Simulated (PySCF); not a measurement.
**Continuum solvent and chemical shifts**

Bonds (- single, = double, # triple, : aromatic): C1=C2, C2-S3, S3-C4, C4-C5, C5-C6. C1 carries H7, H8; C2 carries H9; C4 carries H10, H11; C5 carries H12, H13; C6 carries H14, H15, H16. H8 is cis to S3; H7 is trans to S3.

GIAO PBE0/pcSseg-1 in PySCF 2.14 on one PBE0-D3(BJ)/def2-SVP conformer, non-relativistic, equivalent nuclei averaged. Solvents enter as an IEF-PCM continuum (benzene with ε = 2.3, chloroform with ε = 4.7) around the gas-phase geometry. Shifts are referred to TMS, CS2 computed in the same medium.

In benzene, δ in ppm: C2 141.8, C1 112.0, C4 35.1, C5 20.9, C6 14.3, S3 22.8, H9 6.24, H7 5.46, H8 5.07, H10/H11 2.70, H12/H13 1.48, H14/H15/H16 1.03. Dipole moment 1.52 D.

(1) How does each δ change in the more polar medium?

(2) Which nuclei move most (in ppm), and what does the model miss?

Results:

(1) 
```tsv
atoms	environment	Δδ, chloroform
C2	alkene CH	+0.1
C1	terminal =CH2 carbon	+0.9
C4	sp3 CH2 bonded to S	+0.2
C5	sp3 CH2	+0.2
C6	methyl carbon	+0.1
S3	sulfide sulfur	-3.2
H9	hydrogen on an alkene CH	+0.03
H7	hydrogen on a terminal =CH2 carbon	+0.06
H8	hydrogen on a terminal =CH2 carbon	+0.08
H10/H11	hydrogen on an sp3 CH2 bonded to S	+0.05
H12/H13	hydrogen on an sp3 CH2	+0.02
H14/H15/H16	hydrogen on a methyl carbon	-0.01
```

Changes are relative to benzene. The dipole moment becomes 1.67 D in chloroform.

(2) S3 (sulfide sulfur, -3.2 ppm) in chloroform. A continuum only polarises the solute; specific hydrogen bonds, the anisotropy of aromatic solvents and changes of geometry or conformer are outside it.
